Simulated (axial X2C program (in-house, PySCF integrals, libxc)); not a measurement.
## LiNa: cheaper levels and CCSD(T), two-component

Calculated with an in-house all-electron X2C program for linear molecules (integrals from PySCF). Two-component (2c) means X2C with spin–orbit coupling and atomic mean-field two-electron Coulomb and Gaunt terms. Basis: Na dyall-cv3z [9s8p5d2f], Li dyall-cv3z [7s8p2d] (cores contracted in-house); Gaussian nuclei, density fitting, unrestricted open shells. Masses: Na 22.990 u, Li 7.016 u.

State: Ω = 0 (closed shell); fragments Na + Li.

| level | Re (Å) | ωe (cm⁻¹) | De (eV) |
| --- | --- | --- | --- |
| PBE0 | 2.919 | 253.7 | 0.745 |
| HF | 2.999 | 248.6 | 0.062 |
| MP2 | 2.918 | 256.6 | 0.607 |
| CCSD | 2.910 | 254.8 | 0.847 |
| M06 | 2.958 | 276.9 | 0.964 |

Correlated methods: 10 electrons correlated (number of frozen shells: Na 1 s; Li 1 s), 194 virtual spin orbitals or spinors in MP2, 90 natural virtuals in coupled cluster.

CCSD(T), same Hamiltonian and basis:

Re = 2.904 Å, ωe = 254.3 cm⁻¹, De = 0.86 eV; T1 = 0.010 (Lee–Taylor normalisation).

Problem. Give the differences from CCSD(T) in the columns below.

Solution. 

| level | ΔRe (Å) | Δωe (cm⁻¹) | ΔDe (eV) |
| --- | --- | --- | --- |
| PBE0 | 0.015 | -0.6 | -0.11 |
| HF | 0.095 | -5.7 | -0.80 |
| MP2 | 0.014 | 2.3 | -0.25 |
| CCSD | 0.006 | 0.5 | -0.01 |
| M06 | 0.054 | 22.6 | 0.10 |

Occupations by symmetry block were frozen at the best pattern of an incomplete PBE0 search. Closed shells are restricted here (equal orbitals for both partners); the stretched side of such a curve lies too high. Dissociation energies refer to the lowest single-determinant-based atoms at the same level and basis. CCSD and (T) use frozen natural virtuals with an MP2 correction for the truncation; (T) itself is uncorrected, so its De runs slightly low.
